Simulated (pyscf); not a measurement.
# Elimination: H₃C–CH(CH₃)–O–Ti(OH)(OH)–OH → HO–Ti(OH)(OH)–OH + propene (H₂C=CH–CH₃)

Gas phase, singlet surface, charge 0. Bonds broken: O2–C3, C4–H10. Bonds formed: O2–H10. Single points on ωB97X-D3(BJ)/def2-SVP structures (PySCF, gas phase).

Transition state (Å):

```xyz
18

Ti     0.6823    -1.2905     0.6969
O     -0.7396    -1.0919    -0.2222
C     -1.3310     1.0323    -0.6062
C     -2.3585     0.8602     0.3419
C     -0.0559     1.7290    -0.3263
O      0.3882    -0.1883     2.1527
O      2.0834    -0.6450    -0.2965
O      0.9934    -2.9934     1.2260
H     -1.5193     0.7191    -1.6384
H     -1.8270    -0.2503     0.3903
H     -3.3761     0.6911    -0.0245
H     -2.2404     1.3443     1.3162
H      0.1577     1.7358     0.7513
H      0.7890     1.2787    -0.8659
H     -0.1995     2.7674    -0.6825
H      0.8849    -0.2740     2.9723
H      2.9808    -0.9898    -0.2797
H      0.4638    -3.7775     1.0558
```

One imaginary mode, 1252i cm⁻¹; descent along it reached the two sides named, in the forms told below.

| bond | change | reactant side (Å) | saddle | product side |
|---|---|---|---|---|
| O2–C3 | breaks | 1.418 | 2.238 | 3.2 |
| C4–H10 | breaks | 1.101 | 1.232 | 2.311 |
| O2–H10 | forms | 2.7 | 1.505 | 0.970 |

Electronic energies relative to the reactant's lowest minimum found (kcal/mol):

```csv
level,barrier,reaction energy,reverse barrier
ωB97X-D3(BJ)/def2-TZVP,63.4,+23.3,40.0
PBE/def2-TZVP,55.0,+17.9,37.0
r²SCAN/def2-TZVP,57.9,+21.0,36.9
B3LYP-D3(BJ)/def2-TZVP,58.2,+19.6,38.6
PBE0-D3(BJ)/def2-TZVP,61.6,+23.2,38.5
M06-2X/def2-TZVP,64.5,+21.2,43.3
ωB97M-D3(BJ)/def2-TZVP,61.1,+19.7,41.4
HF/def2-TZVP,75.0,+13.1,61.9
```

With ωB97M-D3(BJ)/def2-TZVP energies and thermal terms (ideal gas, 1 atm, RRHO with modes under 100 cm⁻¹ raised to 100, one conformer, R ln 2 for chiral ones without a mode under 150 cm⁻¹), in kcal/mol:

```tsv
T (K)	ΔH‡	ΔG‡	ΔH	ΔG
298	56.7	56.6	+16.6	+3.8
600	56.9	56.4	+16.6	-9.3
900	56.9	56.1	+15.9	-22.1
1200	56.7	55.8	+15.0	-34.6
```

On the product side the descent ends in a complex (not fully relaxed), 6.3 kcal/mol under the separated species and 46.3 kcal/mol under the saddle at ωB97X-D3(BJ)/def2-TZVP. One saddle was located; it need not be the lowest between these sides.
